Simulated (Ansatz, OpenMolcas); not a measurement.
# C2H4Cl2 (1,1-dichloroethane): a line through the functionals

C2H4Cl2: 8 atoms, total charge 0, spin state singlet. As SMILES, `CC(Cl)Cl`. Geometry: relaxed at PBE0-D4/def2-TZVP.

The HOMO–LUMO gap y, in eV, basis cc-pVDZ; a is the functional's share of exact exchange. Programs: Ansatz 0.2.0, OpenMolcas 26.06.

| functional | program | a | y (eV) |
| --- | --- | --- | --- |
| r2SCAN | Ansatz | 0 | 6.91 |
| TPSS | OpenMolcas | 0 | 6.62 |
| B3LYP | Ansatz | 0.2 | 8.32 |
| r2SCAN0 | Ansatz | 0.25 | ? |
| PBE0 | Ansatz | 0.25 | 8.88 |
| BHLYP | Ansatz | 0.5 | 11.33 |

Q: Fit y = c + s·a to the known rows and predict r2SCAN0.

A: 
1. Means of the 5 rows: a = 0.1900, y = 8.412.
2. Σ(Δa)² = 0.172, Σ(Δa·Δy) = 1.5576, so the slope is 1.5576/0.172 = 9.0558.
3. Intercept: 8.412 − (9.0558) × 0.1900 = 6.691. The largest residual of the fit is 0.22.
4. r2SCAN0: 6.691 + (9.0558) × 0.25 = 8.95 eV.

The run gave 9.23 eV, so the prediction is off by -0.28 eV, about the largest residual. Exact exchange lowers occupied levels and raises empty ones. The rows mix families of semi-local functionals, which the line can't see.
